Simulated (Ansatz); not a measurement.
# CHSi+ (triplet): wave-function methods side by side, cc-pVTZ

One table from this session's results is given with a row withheld; the runs are named, their logs left out.

Program: Ansatz 0.2.0, Gaussian basis. Level of theory: cc-pVTZ, core rule «outside noble gas», up to 6 orbitals frozen. These are calculated values, not measurements.

To be run: UHF; CCSD(T) on ROHF; CCSD(T) on UHF; BCCD(T) on ROHF; CCSDT(Q) on ROHF; CCSDT(Q) on UHF; CASSCF and MRCISD+Q, 8 electrons in 9 orbitals; CASSCF and MRCISD+Q(relaxed), 8 electrons in 9 orbitals; CASSCF and NEVPT2, 8 electrons in 9 orbitals.

5 further runs of the same task are left out: 5 set aside as unsound or not needed.

**The geometry**

The geometry is a PBE0/def2-TZVP stationary point (not a proven minimum) of the parent state, kept for this charge and spin.

3 atoms, charge 1, spin multiplicity 3.

Atoms are counted from 1 here; the program's logs count them from 0.

Bond lengths: Si1–C2 1.682 Å, C2–H3 1.079 Å. Angles: Si1–C2–H3 180.0°.

The first run:

Contents of in.yaml:

```yaml
crystal:
  periodic: [false, false, false]
  atoms:
    - {symbol: Si, position_ang: [0.000000, 0.000000, 1.481442]}
    - {symbol: C, position_ang: [0.000000, 0.000000, -0.201009]}
    - {symbol: H, position_ang: [0.000000, 0.000000, -1.280432]}
basis:
  gaussian: {orbitals: cc-pVTZ}
total_charge: 1
magnetization: {spin_polarized: true, initial_magnetization: 2}
hamiltonian: {xc: hf}
output: {orbitals: {seedname: orbitals}}
```

The run is started by

```console
$ ansatz run in.yaml --threads 1 --pin off --events-out ev --progress --plain --max-ram 4096MiB --backend cpu
```

Steps of the session up to this table: UHF; CCSD(T) on ROHF; CCSD(T) on UHF; BCCD(T) on ROHF; CCSDT(Q) on ROHF; CCSDT(Q) on UHF; CASSCF and MRCISD+Q, 8 electrons in 9 orbitals; CASSCF and MRCISD+Q(relaxed), 8 electrons in 9 orbitals; CASSCF and NEVPT2, 8 electrons in 9 orbitals.

One table of the session follows, with a row left open; its other results are not shown here.

```
                   method  from UCCSDT(Q) (meV)
                     ROHF               +5827.4
                      UHF               +5662.6
                     RMP2               +1073.7
                     UMP2               +1086.3
                    RCCSD                     ?
                    UCCSD                +237.1
                 RCCSD(T)                 +41.9
                 UCCSD(T)                 +41.2
                  BCCD(T)                 +41.3
                   RCCSDT                 +10.5
                   UCCSDT                  +9.1
                RCCSDT(Q)                  +1.6
                UCCSDT(Q)                     0
           CASSCF valence               +3729.1
           NEVPT2 valence                +790.8
           MRCISD valence                +233.1
         MRCISD+Q valence                 +41.3
MRCISD+Q(relaxed) valence                  -2.4
```

**Question.** Estimate the row for RCCSD.

**Answer.** from UCCSDT(Q) (meV): +241.8. In the column «from UCCSDT(Q) (meV)» it lies between UCCSD (+237.1) and NEVPT2 valence (+790.8).

Some runs used a GPU and others CPU threads alone; cost is compared among the CPU runs only.

Among the levels timed on like hardware, those that no quicker one beats, quickest first: NEVPT2 valence (8.5 s, +790.8 meV); BCCD(T) (15 s, +41.3 meV); UCCSD(T) (24 s, +41.2 meV).

To keep in mind: Of the multireference levels listed MRCISD+Q(relaxed) valence comes nearest in total energy (-2.4 meV), which doesn't show that its space is the better one. Restricted and unrestricted rows rest on different reference determinants; where their highest levels disagree by more than a few hundredths of an eV, they describe different states and don't form one ladder.
